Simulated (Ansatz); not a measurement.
The same path of CH$_{2}$AlB (5 atoms, charge 0, multiplicity 1) was run twice with different band settings. Lost on the way: Al3–H4. Made: C2–H4.

These are results of RKS r2SCANh-D4/def2-SVP in Ansatz, not measurements.

Relaxed end points:

```xyz
5
Properties=species:S:1:pos:R:3
B 0.588 -0.695 1.711
C -0.339 -1.194 0.810
Al -0.066 0.285 -0.428
H -1.048 0.036 -1.663
H 0.864 1.568 -0.430
```

```xyz
5
Properties=species:S:1:pos:R:3
B 0.113 -0.853 1.143
C -0.620 -0.825 -0.030
Al 0.650 0.726 0.188
H -1.323 -1.097 -0.816
H 1.180 2.049 -0.485
```

Common settings: movable images 7; climbing image yes; spring 5.0 eV/Å²; start path through a guess of the saddle point; force threshold 0.03 eV/Å; iteration limit 60; end points relaxed.

| run | optimiser |
| --- | --- |
| 1 | quadratic models (default) |
| 2 | fire |

Problem. What does each run give, and how far can it be trusted?

Solution. Run 1: converged after 18 iterations, highest image 0.325 eV above the first end. Neighbouring images differ by up to 1.6 eV, so the band resolves the path poorly. A vibrational analysis at the climbing image gives one clearly imaginary mode, 722i cm⁻¹: a first-order saddle point.
Run 2: not converged after 60 iterations, highest image 0.342 eV above the first end. The band didn't meet its force threshold, so its energies are provisional: the largest band force was still 0.18 eV/Å, and over the last iterations the top stayed at 0.35 eV.
The orbitals stay closed-shell, which can raise the energy where a bond breaks towards radicals; this wasn't checked here.
